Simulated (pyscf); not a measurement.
Structures and frequencies: ωB97X-D3(BJ)/def2-SVP in PySCF.

Task: For the elementary gas-phase step H₂B–O–SiH₃ → B–O–SiH₃ [singlet] + hydrogen (H₂) (singlet surface; B–H, B–H broken, H–H formed), what barrier and reaction energy does ωB97M-D3(BJ)/def2-TZVP give, measured from the reactant's lowest minimum found?

Result: ΔE‡ = 4.06 eV, ΔE = +2.28 eV. Zero-point energy shifts the barrier by -0.18 eV. It is a 1,1-elimination, with an imaginary mode of 1560i cm⁻¹. The same reactants have a lower exit, to HB=O + SiH₄ (barrier +2.02 eV at ωB97M-D3(BJ)/def2-TZVP, against +4.06 eV here). B–O–SiH₃ [singlet] lies 0.84 eV over its isomer O=B–SiH₃ (electronic energy, ωB97M-D3(BJ)/def2-TZVP). One saddle was located; it need not be the lowest between these sides.
